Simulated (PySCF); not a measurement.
Molecule: SMILES C=C[S@@](C)=O, C3H6OS.

Molfile (atoms numbered from 1):
```
C3H6OS
     RDKit          3D

 11 10  0  0  0  0  0  0  0  0999 V2000
   -1.9228   -0.0568   -0.0818 C   0  0  0  0  0  0  0  0  0  0  0  0
   -0.8454   -0.0641    0.6957 C   0  0  0  0  0  0  0  0  0  0  0  0
    0.5126    1.0252    0.2497 S   0  0  0  0  0  4  0  0  0  0  0  0
    1.7304   -0.2923   -0.0485 C   0  0  0  0  0  0  0  0  0  0  0  0
    0.1786    1.6013   -1.0958 O   0  0  0  0  0  0  0  0  0  0  0  0
   -1.9162    0.5676   -0.9831 H   0  0  0  0  0  0  0  0  0  0  0  0
   -2.8062   -0.6554    0.1529 H   0  0  0  0  0  0  0  0  0  0  0  0
   -0.7399   -0.6230    1.6316 H   0  0  0  0  0  0  0  0  0  0  0  0
    1.3346   -0.9429   -0.8403 H   0  0  0  0  0  0  0  0  0  0  0  0
    2.6480    0.2078   -0.3872 H   0  0  0  0  0  0  0  0  0  0  0  0
    1.9244   -0.8528    0.8774 H   0  0  0  0  0  0  0  0  0  0  0  0
  1  2  2  0
  2  3  1  0
  3  4  1  6
  3  5  2  0
  1  6  1  0
  1  7  1  0
  2  8  1  0
  4  9  1  0
  4 10  1  0
  4 11  1  0
M  END
```

Geometry PBE0-D3(BJ)/def2-SVP throughout; GIAO in PySCF, gas phase, one conformer, non-relativistic; equivalent atoms averaged; functional PBE0.

For orientation, pcSseg-0 gives these shifts δ (against TMS, CS2, H2O at the same level): C2 158.7, C1 134.6, C4 46.1, S3 214.9, O5 57.8, H8 6.85, H6 6.98, H7 6.63, H9/H10/H11 2.38 ppm.

A run gave: C2 145.6, C1 121.5, C4 40.8, S3 267.7, O5 41.8, H8 6.51, H6 6.59, H7 6.13, H9/H10/H11 2.05 ppm (shifts δ (against TMS, CS2, H2O at the same level)).

**Question.** Which basis set was used in that run?
A. pcSseg-2
B. def2-SVP
C. cc-pVTZ
D. 6-311+G(2d,p)
E. IGLO-III

**Answer.** B. S3 tells them apart best: def2-SVP gives 267.7, pcSseg-2 gives 327.0, IGLO-III gives 336.7, cc-pVTZ gives 291.3, 6-311+G(2d,p) gives 325.3 ppm.
